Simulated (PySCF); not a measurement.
# NaAl⁺ with other numerical set-ups

Which parts of the numerical set-up matter for NaAl⁺? Each run edits the base script.

Computed with PySCF 2.14.0. Level: method and basis as typed in the scripts.

3 further runs of the same task are left out: 3 that didn't finish.

### 1 The system as given

NaAl⁺: 2 atoms, charge 1, spin multiplicity 2.

Bond lengths: Na1–Al2 2.870 Å.

### 2 Base script

Contents of input.py:

```python
from pyscf import gto, dft

mol = gto.M(
    atom='Na 0 0 0; Al 0 0 2.87',
    basis='crenbl',
    ecp={'Na': 'crenbl', 'Al': 'crenbl'},
    charge=1,
    spin=1,
    verbose=3,
)
mf = dft.UKS(mol, xc='pbesol')
mf.kernel()
g = mf.nuc_grad_method()
g.grid_response = True
g.kernel()
mf.dip_moment()
print('orbital energies (hartree):', [e[max(0, n-3):n+3].round(4) for e, n in zip(mf.mo_energy, mol.nelec)])
```

On the command line:

```
$ OMP_NUM_THREADS=1 python input.py
```

The log of this run is left out.

Base result: E(SCF) = -49.411563 Eh, ⟨S²⟩ = 0.751, gradient on the second atom -0.0149 Eh/bohr.

The bond length is a typed value, not an optimised one. The dipole of an ion depends on the origin.

### 3 6-311g** (core potential off)

Run 1 changes basis set: crenbl → 6-311g**; core potential: on → off. The core potential changes with it: totals don't compare.

Contents of input.py:

```python
from pyscf import gto, dft

mol = gto.M(
    atom='Na 0 0 0; Al 0 0 2.87',
    basis='6-311g**',
    charge=1,
    spin=1,
    verbose=3,
)
mf = dft.UKS(mol, xc='pbesol')
mf.kernel()
g = mf.nuc_grad_method()
g.grid_response = True
g.kernel()
mf.dip_moment()
print('orbital energies (hartree):', [e[max(0, n-3):n+3].round(4) for e, n in zip(mf.mo_energy, mol.nelec)])
```

On the command line:

```
$ OMP_NUM_THREADS=1 python input.py
```

### 4 Jorge-dzp-dkh (core potential off, X2C on)

Run 2 changes basis set: crenbl → jorge-dzp-dkh; core potential: on → off; spin-free X2C: off → on. The core potential changes with it: totals don't compare.

input.py, as its differences from that of step 2:

```diff
@@ -4,4 +4,3 @@
     atom='Na 0 0 0; Al 0 0 2.87',
-    basis='crenbl',
-    ecp={'Na': 'crenbl', 'Al': 'crenbl'},
+    basis='jorge-dzp-dkh',
     charge=1,
@@ -11,2 +10,3 @@
 mf = dft.UKS(mol, xc='pbesol')
+mf = mf.sfx2c1e()
 mf.kernel()
```

### 5 6-31g* (core potential off)

Run 3 changes basis set: crenbl → 6-31g*; core potential: on → off. The core potential changes with it: totals don't compare.

input.py, as its differences from that of step 2:

```diff
@@ -4,4 +4,3 @@
     atom='Na 0 0 0; Al 0 0 2.87',
-    basis='crenbl',
-    ecp={'Na': 'crenbl', 'Al': 'crenbl'},
+    basis='6-31g*',
     charge=1,
```

What does the calculation give? Wanted: for each run, E(SCF); from base; gap, α spin.

**Answer**, as computed:

```tsv
run	E(SCF) (hartree)	from base (eV)	gap, α spin (eV)	functions
base	-49.411563	0	n/a	34
6-311g** (core potential off)	-403.345226	not comparable	0.99	52
jorge-dzp-dkh (core potential off, X2C on)	-403.993372	not comparable	1.00	48
6-31g* (core potential off)	-403.317775	not comparable	0.99	36
```

In words: Total energies from different bases, Hamiltonians or methods carry different errors, so properties are taken as differences within one set-up.
